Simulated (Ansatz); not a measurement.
The reference is Rh in the fcc (Cu type) structure (space group Fm-3m, No. 225).

```yaml
crystal:
  lattice:
    - [0.00000, 1.89000, 1.89000]
    - [1.89000, 0.00000, 1.89000]
    - [1.89000, 1.89000, 0.00000]
  atoms:
    - { symbol: Rh, position: [0.00000, 0.00000, 0.00000] }
```

The values are results of Kohn–Sham DFT with the PBEsol functional, run in Ansatz (an electronic-structure program) with PAW and 420 eV plane waves, spin-orbit coupling left out, not measurements.

Modification: full substitution Rh → Ir; the structure is relaxed again.

Measured lattice parameter a: Rh 3.794 Å (static lattice; corrected from measurement; as listed in Daniel Mejia-Rodriguez, S. B. Trickey, Phys. Rev. B (2018)); Ir 3.831 Å (static lattice; corrected from measurement; as listed in Daniel Mejia-Rodriguez, S. B. Trickey, Phys. Rev. B (2018)).

Problem. How well does PBEsol reproduce the measured shift?

Solution. With PBEsol the lattice parameter a moves by +0.050 Å (3.780 → 3.830) against +0.037 Å measured.

No phonon test of stability was made. The final runs are not spin-polarised.
